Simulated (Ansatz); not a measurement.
Reaction (SMILES): FB(F)F → F[B]F + F atom
B3LYP-D3(BJ)/def2-TZVP geometries, fixed; electronic energies without zero-point terms.

Energies in hartree at PBE with Ansatz (an electronic-structure program); the bond dissociation energy is their sum with the coefficients shown, times 627.509 kcal/mol a hartree. All functions are spherical. Open shells are unrestricted. No added dispersion term, no relativity.

| species | coefficient | part | cc-pVDZ | cc-pVTZ | cc-pVQZ |
|---|---|---|---|---|---|
| FB(F)F | -1 | PBE | -324.24295 | -324.36642 | -324.39654 |
| F[B]F | +1 | PBE | -224.34302 | -224.42978 | -224.45085 |
| F atom | +1 | PBE | -99.62478 | -99.66135 | -99.67154 |

Q: Predict the bond dissociation energy in cc-pV5Z (X = 5): let each PBE step shrink by the ratio of the last two. Compare with the run.

A: 
- FB(F)F: steps -0.12347 and -0.03012, ratio 0.244, so PBE -324.40389 (run: -324.40571).
- F[B]F: steps -0.08676 and -0.02107, ratio 0.243, so PBE -224.45597 (run: -224.45755).
- F atom: steps -0.03657 and -0.01019, ratio 0.279, so PBE -99.67438 (run: -99.67533).
Predicted 171.65 kcal/mol; the run in cc-pV5Z gives 171.20, a miss of 0.45. Keeping the value in cc-pVQZ, 172.03, would miss by 0.83. All sums are of the energies as printed.
